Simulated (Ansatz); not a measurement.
[BH$_{2}$···H···Cl], doublet: the ladder up to UCCSDT(Q)

Geometry: a point of a hydrogen-transfer path between rigid fragments, not a stationary point.

```yaml
atoms:
  - { symbol: B, position_ang: [-2.3629, 0.0000, 0.0000] }
  - { symbol: H, position_ang: [-2.9597, 1.0336, 0.0000] }
  - { symbol: H, position_ang: [-2.9597, -1.0336, 0.0000] }
  - { symbol: H, position_ang: [-1.0639, 0.0000, 0.0000] }
  - { symbol: Cl, position_ang: [0.9191, 0.0000, 0.0000] }
```

Basis cc-pVDZ; Ansatz 0.2.0. Only valence electrons are correlated (noble-gas cores frozen), which leaves 13 electrons in 41 orbitals. Prefix R: restricted or restricted open-shell reference; prefix U: unrestricted. Active spaces: valence = (13e, 11o) chosen from the atoms' valence shells; pair = (3e, 3o) about the gap.

Full CI isn't at hand for all of this; UCCSDT(Q) serves as the reference, and is uncertain by about the last step of the cluster series. The frozen core follows each run's orbitals, which can shift R against U totals by a few meV.

For open shells CISD is restricted-active-space CI with the open shells as a complete middle space.

```
UHF ⟨S²⟩                          : 0.763
T1 diagnostic (RCCSD)             : 0.0170
largest doubles amplitude (RCCSD) : 0.044
T1 diagnostic (UCCSD)             : 0.0111
```

```
                 level  E − E(UCCSDT(Q)) (mEh)  share of correlation (%)  wall time
                   RHF                  259.57                      0.00          –
                   UHF                  254.52                      1.95          –
                  RMP2                   44.43                     82.88          –
                  UMP2                   44.98                     82.67          –
                  CISD                   24.40                     90.60      3.3 s
                 RCCSD                    4.59                     98.23          –
                 UCCSD                    4.49                     98.27          –
              RCCSD(T)                    0.94                     99.64      6.5 s
              UCCSD(T)                    0.93                     99.64        6 s
               BCCD(T)                    0.94                     99.64      3.6 s
                RCCSDT                    0.25                     99.90          –
                UCCSDT                    0.24                     99.91          –
             RCCSDT(Q)                    0.01                    100.00       47 s
   CASSCF (pair space)                  243.81                      6.07          –
   NEVPT2 (pair space)                   43.91                     83.08      2.6 s
   MRCISD (pair space)                   21.95                     91.55          –
 MRCISD+Q (pair space)                    1.24                     99.52      2.8 s
CASSCF (valence space)                  206.87                     20.30          –
NEVPT2 (valence space)                   52.44                     79.80       13 s
```

The correlation energy at UCCSDT(Q), counted from RHF, is -7.063 eV. That run took 38 s on 1 thread of Arm Neoverse V2, shared host.

Times hold each run's SCF and search for its determinant on a shared host, so for small cases they say little of a method's own cost; they ran on 1 thread of Arm Neoverse V2.

Natural occupations of CASSCF (valence space) about the gap: 1.999 1.979 1.979 1.975 1.001 0.025 0.017 0.017 0.008; effectively unpaired electrons, Σ n²(2−n)², 1.01.
